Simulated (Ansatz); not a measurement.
Basis-set extrapolation for dimethylamine (`CNC`) (PBE0-D4/def2-TZVP geometry, frozen core, Ansatz 0.2.0). Multiplicity 1, RHF reference.

```tsv
	def2-TZVPP	def2-QZVPP
HF	-134.297074	-134.304002
MP2 correlation	-0.575577	-0.613158
CCSD(T) correlation	-0.632831	not run
```

Energies in hartree. Use E(X) = E(∞) + A·exp(−7.88·√X) for Hartree–Fock and E(X) = E(∞) + B·X^(−2.97) for correlation, with X = 3 and 4, and add CCSD(T) minus MP2 of the smaller set to the MP2 limit.

What is the CCSD(T) energy at the basis-set limit?

HF limit: -134.304002 + (-0.006928) × 0.13774 = -134.30496. MP2 limit: -0.613158 + (-0.037581) × 0.74074 = -0.64100. Higher-order term: -0.632831 − (-0.575577) = -0.05725. Total: -135.00321 hartree, 192.5 kJ/mol below CCSD(T)/def2-TZVPP.
